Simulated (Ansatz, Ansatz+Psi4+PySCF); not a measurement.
Two shapes of singlet CO₂.

Shape 1:

```xyz
3

C     0.0000    0.0000    0.0000
O     0.0000    0.0000    1.1787
O     0.0000    0.0000   -1.1787
```

Shape 2:

```xyz
3

C     0.0000    0.0000    0.0000
O     0.0000    0.0000    1.1987
O     0.0000    0.0000   -1.1987
```

Basis set: cc-pVTZ (spherical functions). Correlated methods keep 3 orbitals frozen. Charge 0, multiplicity 1.

Computed with Ansatz (development build ahead of 0.2.0) and Psi4 1.11; each method stands on the lowest determinant of its kind that the runs found.

Question: Which shape is lower in energy, and by how much in each method?

Answer:

```
     method  E(2) − E(1) (eV)
        RHF             0.236
    RHF-MP2             0.075
RHF-CCSD(T)             0.088
```

Shape 1 is lower.
